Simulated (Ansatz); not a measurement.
# CrAuS₂: computed properties

These are results of DFT PBEsol, scalar-relativistic, plane waves, PAW in Ansatz 0.2.0, not measurements.

Cutoff 420 eV; k points 12×12×12 on the computed 4-atom cell (Γ-centred); Gaussian smearing, width 0.01 eV; collinear spin from starting moments 2.83 0 0 0 μB.

The structure is relaxed at this level of theory with its symmetry kept. Whether it is the stable form of this composition wasn't checked.

Symmetry: R-3m, No. 166, trigonal system. The conventional cell has a = 3.465 Å, b = 3.465 Å, c = 21.213 Å, α = 90.00°, β = 90.00°, γ = 120.00°. Cr (site symmetry -3m) has 6 S at 2.36 Å as nearest neighbours. S (site symmetry 3m) is surrounded by 1 Au at 2.29 Å and 3 Cr at 2.36 Å. Au (site symmetry -3m) is surrounded by 2 S at 2.29 Å.

```json
{"Volume per atom": "18.38 Å³", "Formation energy from the elements' standard states (uncorrected)": "-0.493 eV/atom", "Kohn–Sham band gap": "0.21 eV, indirect from (0.328, 0.328, 0.490) to Γ", "Löwdin character of the top 1 eV of the valence band": "Cr 3d 62 %, S 3p 27 %", "Löwdin character of the lowest 1 eV of the conduction band": "Cr 3d 67 %, S 3p 11 %, Au 6s 8 %, unprojected 8 % (semilocal functionals without a Hubbard U place empty 3d levels too low)", "Electron masses at the edge by Cartesian direction of the standard setting (m_e; degenerate bands sorted by energy; no spin-orbit coupling)": "x: 1.5; y: 1.5; z: 0.13", "Hole masses at the edge by Cartesian direction of the standard setting (m_e; degenerate bands sorted by energy; no spin-orbit coupling)": "x: 1.9; y: 0.97; z: 0.54", "Bader charges (e)": "Cr (1 in the cell) 1.25, S (2 in the cell) -0.69, Au (1 in the cell) 0.13", "Total moment": "3.00 μB per cell", "Site moments (μB; atoms counted from 1 over the whole cell)": "Cr (atom 1) 2.57"}
```

Spin-orbit coupling is left out, which matters for the bands of heavy elements.

Only this magnetic start was tried.